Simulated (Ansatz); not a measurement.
A run of Ansatz (development build ahead of 0.2.0) on doublet CN at this shape:

```yaml
atoms:
  - { symbol: C, position_ang: [0.0000, 0.0000, 0.0000] }
  - { symbol: N, position_ang: [0.0000, 0.0000, 2.9250] }
```

Its results:

```json
{
 "Converged": "yes",
 "Total energy": "-91.86671 hartree",
 "Spin squared of the determinant": "0.750",
 "Stability test": "minimum among restricted orbitals"
}
```

(1) Which input gives this output? Name the method, the orbitals and the basis set, and write the input.

## Answers

(1) ROHF in pcseg-2.

```yaml
crystal:
  periodic: [false, false, false]
  atoms:
    - { symbol: C, position_ang: [0.0, 0.0, 0.0] }
    - { symbol: "N", position_ang: [0.0, 0.0, 2.925] }
basis:
  gaussian: { orbitals: pcseg-2 }
magnetization:
  initial_magnetization: 1
hamiltonian:
  xc: hf
```

Caution: stretched shape with no unrestricted run beside it, a lower state can exist.
